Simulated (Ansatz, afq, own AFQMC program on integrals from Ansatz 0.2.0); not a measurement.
# C₂H₃, doublet: a scan with AFQMC

```xyz
5

C    -0.0118    0.0000    0.5946
C    -0.0254    0.0000   -0.8330
H     1.1094    0.0000    0.6111
H    -0.3330    0.9129    1.1148
H    -0.3330   -0.9129    1.1148
```

The C1–C2 distance is changed with both sides rigid. Energies in eV count from this geometry (1.428 Å) at the same level; the start stands on UHF, each point on the determinant named.

Basis cc-pVDZ. Noble-gas cores (and the filled d shells of Ga–Kr and In–Xe) are frozen. Integrals, coupled cluster, full CI and functionals: Ansatz 0.2.0; the random walks run on the same integrals in our own AFQMC program. ph-AFQMC/CISD is guided by a CISD state made of CCSD amplitudes; releasing the constraint for a short imaginary time cuts its bias at the price of noise, slowly where states lie close. ± is one standard error of the sampling.

Cautions, each for one point or more: an unrestricted solution with more broken spin lies lower; cluster runs in doubt by the program's own checks; higher spins were not checked; raised T1 diagnostic; strong correlation; the ph-AFQMC/CISD walk drifts between its halves; unrestricted determinant slightly spin contaminated; unrestricted determinant spin contaminated; walk and cluster series may follow different spin states.

| r(C1–C2) / Å | det. | T1 | weight | ⟨S²⟩ | CCSD(T) | ph-AFQMC/CISD | released AFQMC | PBE0 | B3LYP |
| --- | --- | --- | --- | --- | --- | --- | --- | --- | --- |
| 1.298 | UHF | 0.023 | 0.88 | 0.79 | 0.568 | 0.603 ± 0.016 | 0.583 ± 0.027 | 0.430 | 0.444 |
| 1.552 | UHF | 0.046 | 0.85 | 0.89 | 0.062 | 0.055 ± 0.016 | 0.058 ± 0.027* | 0.158 | 0.132 |
| 1.960 | UHF | 0.056 | 0.81 | 0.94 | 1.457 | 1.478 ± 0.021 | 1.387 ± 0.040* | 1.783 | 1.645 |
| 2.667 | UHF†¶ | 0.068 | 0.72 | 0.76 | 3.268 | 3.365 ± 0.029 | – | – | – |
| 3.851 | UHF¶ | 0.007 | 0.90 | 1.76 | 3.651 | 3.660 ± 0.015 | 3.651 ± 0.025* | 4.256§ | 4.125§ |

Weight is that of the determinant in the CISD state; at the start T1 is 0.036 and the weight 0.87, and ⟨S²⟩ is 0.84. ¶ marks points with a poor determinant and no full CI, where no value is sure; they don't count among the departures. An asterisk marks released energies that aren't shown to be converged. A dagger marks points whose determinant fills other symmetries than the start's, so the wave-function levels may follow another state there, or a degenerate partner. A dash marks a missing value, a released energy that hasn't settled or a functional that sits on another state. § marks a functional whose ⟨S²⟩ is too high by over 0.1. Largest departures from phaseless AFQMC with a CISD trial: CCSD(T) -0.035 eV at 1.298 (on UHF), PBE0 0.305 eV at 1.960, B3LYP 0.167 eV at 1.960. The walk's constraint bias lies outside its error bars, so these are departures and not errors. Functionals count only at points shown to share the start's state and spin. In this small basis the wave-function levels are far from their limit, so their gap to the functionals isn't the functionals' error.

Some points may be missing: those where a free walk finds a much lower state, and past Zn most of those on another determinant than at the start.

A walk keeps the symmetry of its determinant, which the program's search chose and which needn't be the lowest solution, so a lower state of the same spin and another symmetry isn't excluded.
